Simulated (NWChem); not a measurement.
methanol (CH4O); SMILES CO

```xyz
6

C     -0.0103    -0.6495     0.0000
O     -0.0878     0.7457     0.0000
H      0.4975    -1.0609    -0.8949
H     -1.0381    -1.0424     0.0000
H      0.4975    -1.0609     0.8949
H      0.8077     1.0959     0.0000
```
Atoms are numbered in this order, from 1.

The geometry was optimised at PBE0/def2-SVP.

Symmetry labels are those of Cs in the frame above (b1 and b2, or b-type labels, depend on it).

Task: List the 4 lowest vertical singlet excitations from CAM-B3LYP/def2-SVPD, TDA (NWChem).

Result: 
```tsv
state	energy (eV)	oscillator strength	symmetry	leading excitation (squared amplitude)
S1	6.92	0.002	a"	HOMO → LUMO (0.92)
S2	8.28	0.043	a"	HOMO → LUMO+1 (0.93)
S3	8.65	0.001	a'	HOMO−1 → LUMO (0.93)
S4	9.25	0.016	a"	HOMO → LUMO+3 (0.95)
```
